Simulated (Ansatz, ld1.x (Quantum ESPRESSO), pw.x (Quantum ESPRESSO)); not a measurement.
**Li: one change to the PAW potential, in the atom and in the bcc crystal**

lithium (Li), PAW, made with ld1.x (Quantum ESPRESSO) 7.5 (LDA (PW92), scalar-relativistic). Core none, reference 1s2 2s1 2p0. Waves: 1s (bound): rcut 1.00, rcutus 1.10 bohr; 2s (bound): rcut 1.00, rcutus 1.10 bohr; 2p (bound, empty): rcut 3.60, rcutus 4.70 bohr; 2p channel at 1.25 Ry: rcut 3.60, rcutus 4.70 bohr; 3d channel at 0.1 Ry: rcut 3.55, rcutus 4.05 bohr. Local part: all-electron potential smoothed inside 3.80 bohr (lloc = -1). Core correction: none. Augmentation charge: PSQ, inside the norm-conserving radii.

Change: local potential all-electron potential smoothed inside 2.98 bohr (lloc = -1).

Cutoffs, loose and tight: the cutoffs (Ry, on a coarse ladder) from which the occupation-weighted sum of valence levels, in a spherical-Bessel basis at the reference potential, stays within 10 and 1 mRy of its value at 400 Ry. They do not see the model core or the augmentation charge, which bear on the density cutoff. Test errors are all-electron minus pseudo excitation energies from the reference, over the configurations 1s2 2s0 2p0; 1s2 2s0.5 2p0; 1s2 2s0 2p1; 1s1 2s1 2p0 (two spin-polarised tests are not counted in the largest error); variants that change the core or the reference have their own tests.

Crystal test: bcc Li in pw.x 7.5, no spin, 14³ k-points, Fermi–Dirac smearing 0.01 Ry, cutoffs set for each file from its atomic test. The reference is all-electron LAPW (Ansatz 0.2.0) with the same functional, mesh and smearing; V0 and B0 come from Birch–Murnaghan fits to the pressures at five volumes. Errors are pseudo minus all-electron; Δ is the rms difference of the E(V) curves that follow from these fits, minima aligned, over ±6 % about the mean V0. Mesh and smearing are coarse, so the numbers serve the comparison and aren't converged zero-temperature values; the lattice is a test structure that the element need not adopt.

All-electron: a0 = 3.366 Å (V0 = 19.06 Å³/atom), B0 = 15.0 GPa.

**Question.** Does the change bring the crystal closer to the all-electron result?

**Answer.** The mean pressure error goes from -2.36 to -0.31 GPa, so the change moves the solid closer to the all-electron pressures. At 80 % of its cutoff the pressure of the changed file moves by -0.59 GPa.

| quantity | base | changed |
| --- | --- | --- |
| outcome (atom) | generated | generated |
| cutoff, loose (atom) | 50 Ry | 45 Ry |
| cutoff, tight (atom) | 70 Ry | 70 Ry |
| bound ghosts (atom) | none | none |
| largest test error (meV) (atom) | test run stopped at test 6 of 6 (negative rho), 5 before it not solved | -0.1 over the solved tests; 1 of 6 tests not solved or not reliable |
| cutoffs in pw.x (Ry) | 85/680 | 85/680 |
| a0 (Å) | – | 3.344 |
| a0 error (%) | – | -0.65 |
| B0 error (%) | – | +4.8 |
| Δ (meV/atom) | – | 1.3 |
| mean pressure error (GPa) | -2.36 | -0.31 |

A dash: not determined, or the minimum lies outside the volumes sampled.

Base: The largest radius (4.70 bohr) exceeds half the bond length (2.76 bohr), so the spheres overlap, which is one possible source of error among others. This is a poor potential for the solid. The pseudo pressure rises with volume over the whole range, a mechanical instability. Atomic configuration tests: test run stopped at test 6 of 6 (negative rho), 5 before it not solved. Changed file: The largest radius (4.70 bohr) exceeds half the bond length (2.76 bohr), so the spheres overlap, which is one possible source of error among others. This is a poor potential for the solid. Atomic configuration tests: 1 of 6 tests not solved or not reliable. The atomic cutoffs weigh occupied waves only.
